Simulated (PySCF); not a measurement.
## Basis-set dependence of AlO⁻ at CCSD

PySCF, RHF reference; singlet, unpaired electrons none; De to Al + O⁻ without counterpoise correction. Frozen cores follow the default of each basis and core potential.

```csv
basis,relativity,functions,Re (Å),ωe (cm⁻¹),De (eV),frozen orbitals
aug-cc-pVDZ-DK,spin-free X2C,50,1.676,933,n/a,6
aug-cc-pV(D+d)Z/aug-cc-pVDZ,no relativity,55,1.657,951,n/a,6
def2-TZVPPD,no relativity,88,1.640,988,n/a,6
```

**Question.** How does each smaller set differ from the one with most functions, def2-TZVPPD?

**Answer.** aug-cc-pVDZ-DK: +3.6 pm, -5.6 % in ωe; aug-cc-pV(D+d)Z/aug-cc-pVDZ: +1.7 pm, -3.7 % in ωe. All at CCSD; the set with most functions is neither the basis-set limit nor always the best. The rows treat relativity differently, so the differences are not basis effects alone.

Correlated steps freeze 6 core orbitals. The CCSD T1 diagnostic is raised in AlO⁻, a sign that a single reference may not be enough there.
